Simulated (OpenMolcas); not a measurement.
# One shape, several levels: triplet HOF

Aim: a comparison of 5 runs (UHF/3-21G, UBHLYP/aug-cc-pVTZ, UM06-L/aug-cc-pVTZ, UPBE0/aug-cc-pVTZ, ROMP2/aug-cc-pVTZ) of triplet HOF. 

The results are computed with OpenMolcas 26.06.

## (1) The structure to begin with

HOF has 3 atoms, charge 0, and is taken as a triplet. As SMILES of the parent species, `OF`. The coordinates come from a PBE0-D4/def2-TZVP relaxation. That shape belongs to the parent species and isn't relaxed for this state.

Bond lengths: O1–F2 1.406 Å, O1–H3 0.969 Å. Angles: F2–O1–H3 99.1°.

## (2) A single-point energy at UHF/3-21G (run 1)

mol.input

```
>>> EXPORT MOLCAS_PRINT=2

&GATEWAY
  BasLib
  $CurrDir
  Coord
  3
  angstrom
  O        0.430590      -0.210340       0.216330
  F       -0.221910       1.014620      -0.010980
  H       -0.208690      -0.804280      -0.205350
  Basis
  3-21G
  Group
  NoSym

&SEWARD

&SCF
  UHF
  Spin
  3
  Thresholds
  1e-10 1e-07 1e-07 1e-05
  PrOrbitals
  1 1
```

The basis set 3-21G is read from a file made from the Basis Set Exchange's data (not shown).

Command:

```
export MOLCAS_MEM=1860
pymolcas mol.input > mol.log
```

The log of the run:

```text
--- Start Module: gateway ---
[...]
--- Stop Module: gateway /rc=_RC_ALL_IS_WELL_ ---
--- Start Module: seward ---
[...]
      Basis functions           20
--- Stop Module: seward /rc=_RC_ALL_IS_WELL_ ---
--- Start Module: scf ---
[...]
       Convergence after  22 Iterations
[...]
::    Total SCF energy                               -173.6735200658
[...]
      Total spin, S                                     1.0048262482
[...]
      Total electronic charge=   18.000000
      Total            charge=   -0.000000
[...]
      Dipole Moment (debye):
      Origin of the operator (angstrom)=    0.0684    0.4195    0.0846
                   X= -6.5122E-01               Y= -2.7039E+00               Z= -6.6233E-01           Total=  2.8589E+00
      Quadrupole Moment (debye*angstrom):
[...]
--- Stop Module: scf /rc=_RC_ALL_IS_WELL_ ---
[...]
```

Run time: 1.6 s. Hardware: 1 thread of Arm Neoverse V2, shared host; peak memory 0.37 GiB.

## (3) The energy at UBHLYP/aug-cc-pVTZ (run 2)

struct.xyz

```xyz
3

O      0.430590    -0.210340     0.216330
F     -0.221910     1.014620    -0.010980
H     -0.208690    -0.804280    -0.205350
```

test.inp

```
&GATEWAY
 BasLib = $CurrDir
 Coord = struct.xyz
 Basis = aug-cc-pVTZ
 Group = NoSym

&SEWARD
 GridInput
 Grid=UltraFine
 End of Grid

&SCF
 UHF
 Spin = 3
 KSDFT = HYB_GGA_XC_BHANDHLYP
 Thresholds = 1e-10 1e-07 1e-07 1e-05
 PrOrbitals = 1 1
```

The basis set aug-cc-pVTZ is read from a file made from the Basis Set Exchange's data (not shown).

Command:

```
export MOLCAS_MEM=1860
pymolcas test.inp > test.log
```

The log of the run:

```text
--- Start Module: gateway ---
[...]
--- Stop Module: gateway /rc=_RC_ALL_IS_WELL_ ---
--- Start Module: seward ---
[...]
      Basis functions          115
--- Stop Module: seward /rc=_RC_ALL_IS_WELL_ ---
[...]
--- Start Module: scf ---
[...]
       Convergence after  20 Iterations
[...]
::    Total KS-DFT energy                            -175.3921651510
[...]
      Total spin, S                                     1.0053835669
[...]
      Total electronic charge=   18.000000
      Total            charge=   -0.000000
[...]
      Dipole Moment (debye):
      Origin of the operator (angstrom)=    0.0684    0.4195    0.0846
                   X= -5.4690E-01               Y= -2.2192E+00               Z= -5.5051E-01           Total=  2.3509E+00
      Quadrupole Moment (debye*angstrom):
[...]
--- Stop Module: scf /rc=_RC_ALL_IS_WELL_ ---
[...]
```

Run time: 49 s. Hardware: 1 thread of Arm Neoverse V2, shared host; peak memory 0.7 GiB.

Runs 3 to 4 aren't shown in full; the table further down has their settings and results.

## (4) A single-point energy at ROMP2/aug-cc-pVTZ (run 5)

job.inp

```
* FHO ROMP2

&GATEWAY
 BasLib
 $CurrDir
 Coord
 3
 angstrom
 O        0.430590      -0.210340       0.216330
 F       -0.221910       1.014620      -0.010980
 H       -0.208690      -0.804280      -0.205350
 Basis
 aug-cc-pVTZ
 Group
 NoSym

&SEWARD

&SCF
 UHF
 Spin
 3
 Thresholds
 1e-10 1e-07 1e-07 1e-05
 PrOrbitals
 1 1

&RASSCF
 FileOrb
 $Project.UnaOrb
 Spin
 3
 Nactel
 2 0 0
 Inactive
 8
 Ras2
 2
 OutOrbitals
 Canonical
 OrbListing
 Few

&CASPT2
 IPEA
 0.0
 Frozen
 2
```

The basis set aug-cc-pVTZ is read from a file made from the Basis Set Exchange's data (not shown).

Command:

```
export MOLCAS_MEM=1860
pymolcas job.inp > job.log
```

The log of the run:

```text
--- Start Module: gateway ---
[...]
--- Stop Module: gateway /rc=_RC_ALL_IS_WELL_ ---
[...]
      Basis functions          115
[...]
       Convergence after  24 Iterations
[...]
::    Total SCF energy                               -174.6931779234
[...]
      Total spin, S                                     1.0091616562
[...]
--- Start Module: rasscf ---
[...]
      Number of active orbitals                  2
[...]
      Spin quantum number                      1.0
[...]
      Active orbitals                            2
[...]
      Number of CSFs                             1
[...]
      Number of root(s) required                 1
[...]
      Convergence after 13 iterations
[...]
      printout of CI-coefficients larger than  0.05 for root  1
      energy=    -174.677475
      conf/sym  11     Coeff  Weight
             1  uu   1.00000 1.00000
      Natural orbitals and occupation numbers for root  1
      sym 1:   1.000000   1.000000
      ************************************************************************************************************************
      *                                                    Final results                                                     *
[...]
::    RASSCF root number  1 Total energy:   -174.67747452
[...]
      Total electronic charge=   18.000000
      Total            charge=   -0.000000
[...]
      Dipole Moment (debye):
      Origin of the operator (angstrom)=    0.0684    0.4195    0.0846
                   X= -3.5900E-01               Y= -2.7565E+00               Z= -5.0552E-01           Total=  2.8253E+00
      Quadrupole Moment (debye*angstrom):
[...]
--- Stop Module: rasscf /rc=_RC_ALL_IS_WELL_ ---
[...]
--- Start Module: caspt2 ---
[...]
 ###    WARNING: User changed nr of frozen orbitals.                         ###
 ###############################################################################
[...]
      E2 (Variational):          -0.5103448371
      Total energy:            -175.1878193533
[...]
      Reference weight:           0.89113
[...]
::    CASPT2 Root  1     Total energy:   -175.18781935
[...]
--- Stop Module: caspt2 /rc=_RC_ALL_IS_WELL_ ---
[...]
```

Run time: 35 s. Hardware: 1 thread of Arm Neoverse V2, shared host; peak memory 0.7 GiB.

## (5) Overview of the runs

| run | level | integration grid | frozen core orbitals | energy (Eh) | dipole moment (D) | HOMO energy (eV) | LUMO energy (eV) | wall time |
| --- | --- | --- | --- | --- | --- | --- | --- | --- |
| 1 | UHF/3-21G | – | – | -173.673520 | 2.86 | -10.32 | 3.21 | 1.6 s |
| 2 | UBHLYP/aug-cc-pVTZ | UltraFine | – | -175.392165 | 2.35 | -7.65 | -3.12 | 49 s |
| 3 | UM06-L/aug-cc-pVTZ | UltraFine | – | -175.438372 | 1.97 | -3.77 | – | 75 s |
| 4 | UPBE0/aug-cc-pVTZ | UltraFine | – | -175.298710 | 2.08 | -5.49 | -4.76 | 50 s |
| 5 | ROMP2/aug-cc-pVTZ | – | 2 | -175.187819 | – | – | – | 35 s |

## (6) Results

| quantity | value |
| --- | --- |
| run 5: total energy | -175.18782 Eh |

Over runs 1, 2, 3, 4 the dipole moment (its size) runs from 1.97 D (UM06-L/aug-cc-pVTZ) to 2.86 D (UHF/3-21G). The two ends differ in method and basis. Totals of different functionals can't be ranked against each other. All runs together took 3.5 min, the longest 75 s.
